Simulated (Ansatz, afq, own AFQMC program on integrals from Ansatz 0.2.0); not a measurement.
## C2H4, singlet in 6-31G along one coordinate

```xyz
6

C     0.0000    0.0000    0.6615
C     0.0000    0.0000   -0.6615
H     0.0000    0.9232    1.2310
H     0.0000   -0.9232    1.2310
H     0.0000    0.9232   -1.2310
H     0.0000   -0.9232   -1.2310
```

The C1–C2 distance is changed with both sides rigid. Energies in mEh count from this geometry (1.323 Å) at the same level; the start stands on RHF, each point on the determinant named.

Basis 6-31G. Noble-gas cores (and the filled d shells of Ga–Kr and In–Xe) are frozen. AFQMC by an in-house program on the Cholesky factors that Ansatz 0.2.0 writes for its CCSD(T) run. The CISD trial takes its coefficients from CCSD amplitudes. Released means that phaseless walkers are propagated on without the constraint, phases kept. Error bars are statistical, one sigma.

Cautions, each for one point or more: CCSDT(Q) on the RHF determinant differs, by its state or its frozen core; CCSDT(Q) on the RHF determinant differs, perhaps since the unrestricted series falls towards higher spin; cluster runs in doubt by the program's own checks; higher spins were not checked; restricted determinant unstable towards unrestricted; strong correlation; unrestricted determinant spin contaminated; walk and cluster series may follow different spin states.

```csv
r(C1–C2) / Å,det.,T1,weight,⟨S²⟩,CCSD(T),ph-AFQMC/CISD,released AFQMC,CCSDT(Q),CCSD,PBE
1.445,RHF,0.011,0.88,pure,5.3,6.0 ± 0.5,5.3 ± 0.5*,5.2,6.4,8.8
1.782,RHF,0.017,0.82,pure,87.7,88.6 ± 1.5,–,87.3,93.7,102.1
2.439,UHF‡¶,0.048,0.81,1.76,227.0,219.7 ± 0.7,220.5 ± 1.2*,222.8,226.1,248.0§
3.554,UHF‡¶,0.007,0.93,2.02,262.8,262.2 ± 0.3,262.4 ± 0.5*,262.6,258.9,299.7§
```

Weight is that of the determinant in the CISD state; at the start T1 is 0.009 and the weight 0.90. ¶ marks points with a poor determinant and no full CI, where no value is sure; they don't count among the departures. An asterisk marks released energies that aren't shown to be converged. A double dagger marks points where the walks on two determinants ended up to 87.0 mEh apart; the lower is shown. Symmetry can't show for every point that it stays on the start's state. A dash marks a missing value, a released energy that hasn't settled or a functional that sits on another state. § marks a functional whose ⟨S²⟩ is too high by over 0.1. Largest departures from phaseless AFQMC with a CISD trial: CCSD(T) -1.0 mEh at 1.782 (on RHF) (within the noise), CCSDT(Q) -1.4 mEh at 1.782 (on RHF) (within the noise), CCSD 5.1 mEh at 1.782 (on RHF), PBE 13.5 mEh at 1.782. The walk's constraint bias lies outside its error bars, so these are departures and not errors. Functionals count only at points shown to share the start's state and spin. In this small basis the wave-function levels are far from their limit, so their gap to the functionals isn't the functionals' error.

Some points may be missing: those where a free walk finds a much lower state, and past Zn most of those on another determinant than at the start.

CCSDT and higher add their correlation energy to the determinant of the CCSD(T) run, since their own runs factorise the integrals more tightly (a shift of under 2 meV). A walk keeps the symmetry of its determinant, which the program's search chose and which needn't be the lowest solution, so a lower state of the same spin and another symmetry isn't excluded.
